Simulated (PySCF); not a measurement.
Molecule: `FBCl`, BClFH.

Molfile (atoms numbered from 1):
```
BClFH
     RDKit          3D

  4  3  0  0  0  0  0  0  0  0999 V2000
   -0.7114   -0.1941    0.1049 F   0  0  0  0  0  0  0  0  0  0  0  0
    0.2013    0.7462    0.1039 B   0  0  0  0  0  0  0  0  0  0  0  0
    1.8821    0.2812    0.1123 Cl  0  0  0  0  0  0  0  0  0  0  0  0
   -0.1262    1.9025    0.0971 H   0  0  0  0  0  0  0  0  0  0  0  0
  1  2  1  0
  2  3  1  0
  2  4  1  0
M  END
```

Geometry PBE0-D3(BJ)/def2-SVP throughout; GIAO in PySCF 2.14.0 with density-fitted response routines, gas phase, one conformer, non-relativistic; equivalent atoms averaged; basis pcSseg-2.

(1) How do the absolute shieldings σ depend on the functional? (ppm; last column core-seconds on shared hosts with different chips, so compare them loosely; the GGAs took longer than the global hybrids here, which isn't the general rule, and the cause wasn't traced)

(2) Which nucleus moves most, in ppm?

Results:

(1) 
```tsv
functional	kind	F1	B2	Cl3	H4	core-s
HF	Hartree–Fock	248.3	74.4	812.8	26.58	1.6
LDA	LDA	141.5	46.8	659.3	25.01	4
PBE	GGA	153.2	51.4	693.3	25.52	4.8
BLYP	GGA	157.6	49.4	687.8	25.78	4.8
BP86	GGA	156.6	52.4	695.5	25.59	5.1
OPBE	GGA	169.3	59.4	728.5	25.60	5.3
KT2	GGA	162.6	59.7	719.6	25.64	5.1
KT3	GGA	175.2	61.0	735.7	25.93	5.1
B97-D	GGA	177.4	57.8	720.1	25.91	5
B3LYP	global hybrid	179.1	53.9	716.5	25.92	3.3
PBE0	global hybrid	181.0	57.1	730.0	25.75	3.1
mPW1PW91	global hybrid	183.1	57.2	730.9	25.82	3.2
WP04	global hybrid	205.9	51.5	737.3	26.62	2.8
B97-2	global hybrid	190.7	60.0	742.5	25.95	2.7
BHandHLYP	global hybrid	207.7	60.9	754.5	26.15	2.5
CAM-B3LYP	range-separated hybrid	184.2	54.2	726.1	25.87	3.2
wB97X-D	range-separated hybrid	191.6	59.0	743.3	25.95	4.3
LC-wPBE	range-separated hybrid	188.3	55.4	749.0	25.86	4.4
```

(2) Cl3 (chlorine bonded to B): from 659.3 ppm with LDA to 812.8 ppm with HF. The smallest spread is 1.61 ppm, at H4.
